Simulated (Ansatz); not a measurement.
## doublet Cl₂(+): levels of theory in one basis

```yaml
atoms:
  - { symbol: Cl, position_ang: [0.0000, 0.0000, 0.0000] }
  - { symbol: Cl, position_ang: [0.0000, 0.0000, 1.9855] }
```

Basis set: def2-SVP (spherical functions). Correlated methods keep 10 orbitals frozen. Correlation on ROHF uses semicanonical orbitals with singles. Charge 1, multiplicity 2.

Computed with Ansatz (development build ahead of 0.2.0); each method stands on the lowest determinant of its kind that the runs found.

| method | E − E(ROHF) (eV) | <S²> of the determinant |
| --- | --- | --- |
| ROHF | 0.00 | – |
| UHF | -0.14 | 0.76 |
| ROHF-MP2 | -7.30 | – |
| UHF-MP2 | -7.29 | 0.76 |
| ROHF-CCSD(T) | -8.44 | – |
| UHF-CCSD(T) | -8.44 | 0.76 |

Caution for ROHF, ROHF-MP2, ROHF-CCSD(T): the determinant may break the point group. Caution for ROHF-MP2, UHF-MP2: MP2 on this radical cation hangs on the determinant chosen; another reference gives a lower total.
